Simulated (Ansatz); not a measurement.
## O, O2 molecule: geometry optimisation

Method: DFT, r2SCAN, plane waves (500 eV) with PAW, scalar-relativistic in Ansatz 0.2.0. The PAW files were generated under PBE, with cores re-solved for the functional.

k-point mesh 1×1×1, Fermi-Dirac smearing 0.01 eV, starting moments 1.00 ×2 μB. The box is fixed.

Starting structure:

```
CELL_PARAMETERS angstrom
12.00000 0.00000 0.00000
0.00000 12.30000 0.00000
0.00000 0.00000 12.60000
ATOMIC_POSITIONS crystal
O 0.50000 0.50000 0.45159
O 0.50000 0.50000 0.54841
```

Q: What is the relaxed bond length?

A: 1.206 Å (start 1.220 Å).

Q: Which magnetic state does it end in?

A: triplet; moments 0.57 ×2 μB.
